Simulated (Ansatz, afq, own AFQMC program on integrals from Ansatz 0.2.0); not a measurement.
# Where AFQMC and coupled cluster stand for BeGaH$_{3}$, singlet

| atom | x (Å) | y (Å) | z (Å) |
| --- | --- | --- | --- |
| Ga | 0.0000 | 0.0000 | 0.2735 |
| Be | 0.0000 | 0.0000 | -1.9989 |
| H | 0.0000 | 1.3194 | 1.1482 |
| H | 0.0000 | -1.3194 | 1.1482 |
| H | 0.0000 | 0.0000 | -3.3424 |

Connectivity, by distances: GaH2–BeH.

Basis cc-pVDZ. Noble-gas cores (and the filled d shells of Ga–Kr and In–Xe) are frozen. AFQMC by an in-house program on the Cholesky factors that Ansatz 0.2.0 writes for its CCSD(T) run. The CISD trial takes its coefficients from CCSD amplitudes. Released means that phaseless walkers are propagated on without the constraint, phases kept. Free projection: walkers drawn from exp(T), propagated without any constraint. Its projection time is finite, and what remains of the start isn't in its error. Uncertainties: one standard error, sampling alone. No spin–orbit coupling.

Determinant: RHF, the one that the program's search chose, which needn't be the lowest solution. The geometry is a point of a scan.

No full CI on the walks' own integrals is used here; CCSDT(Q) serves as the reference and is uncertain by about the last step of the cluster series.

Cautions: no relativity below Rb; no spin-orbit coupling; inner d shell frozen.

- T1 diagnostic: 0.0102
- weight of the determinant in the CISD state: 0.904
- size of the correlated space: 8 electrons in 41 orbitals

Reference: CCSDT(Q), correlation energy -3.824 eV. The released energy is read at 2.40 1/Eh (meV from the phaseless value at times in 1/Eh: 5 ± 6 at 0.24, 5 ± 5 at 0.51, 0 ± 5 at 0.99, 4 ± 4 at 1.62, 4 ± 5 at 2.40).

```json
{"level": "HF", "E − E(reference) (kJ/mol)": "369.0", "share of correlation (%)": "0.00"}
{"level": "MP2", "E − E(reference) (kJ/mol)": "94.7", "share of correlation (%)": "74.33"}
{"level": "CCSD", "E − E(reference) (kJ/mol)": "7.8", "share of correlation (%)": "97.88"}
{"level": "CCSD(T)", "E − E(reference) (kJ/mol)": "2.0", "share of correlation (%)": "99.47"}
{"level": "CCSDT", "E − E(reference) (kJ/mol)": "0.2", "share of correlation (%)": "99.95"}
{"level": "ph-AFQMC/HF", "E − E(reference) (kJ/mol)": "-7.9 ± 3.9", "share of correlation (%)": "102.15"}
{"level": "ph-AFQMC/CISD", "E − E(reference) (kJ/mol)": "-0.4 ± 0.5", "share of correlation (%)": "100.12"}
{"level": "released AFQMC", "E − E(reference) (kJ/mol)": "0.0 ± 0.4", "share of correlation (%)": "100.00"}
{"level": "free AFQMC", "E − E(reference) (kJ/mol)": "0.3 ± 0.8", "share of correlation (%)": "99.93"}
```

Free projections are given only where their last times agree within the noise and don't stop above the reference; a slow remainder of the start can still hide under it. A walk keeps the symmetry of its determinant, which the program's search chose and which needn't be the lowest solution, so a lower state of the same spin and another symmetry isn't excluded. Released energies are given only where the last usable release times agree within the noise; a slower fall can still hide under it.
